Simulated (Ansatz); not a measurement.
**Worked example: vertical ionisation energy of SiH2 (SMILES [SiH2])**

SiH2 has 3 atoms, charge 0, and is taken as a singlet. SMILES: `[SiH2]`. Geometry: relaxed at PBE0-D4/def2-TZVP.

```
atom    x (Å)    y (Å)    z (Å)
  Si  -0.4912   0.4686  -0.2136
   H   0.8403   0.5786   0.5225
   H  -0.3491  -1.0472  -0.3089
```

Both states at this one shape; open shells run unrestricted unless said. 1 Eh = 27.2114 eV.

```tsv
level	program	singlet SiH2 (Eh)	doublet [SiH2]+ (Eh)
B3LYP/3-21G	Ansatz	-289.087706	-288.741018
PBE0/3-21G	Ansatz	-288.935606	-288.592500
r2SCAN0/3-21G	Ansatz	-289.013450	-288.670765
```

Task: Work out the vertical ionisation energy at each level.

Result: 
1. B3LYP/3-21G: -288.741018 − (-289.087706) = 0.346688 Eh = 9.43 eV.
2. PBE0/3-21G: -288.592500 − (-288.935606) = 0.343106 Eh = 9.34 eV.
3. r2SCAN0/3-21G: -288.670765 − (-289.013450) = 0.342685 Eh = 9.32 eV.

No measured value is set beside it here; the levels span 9.32 to 9.43 eV.
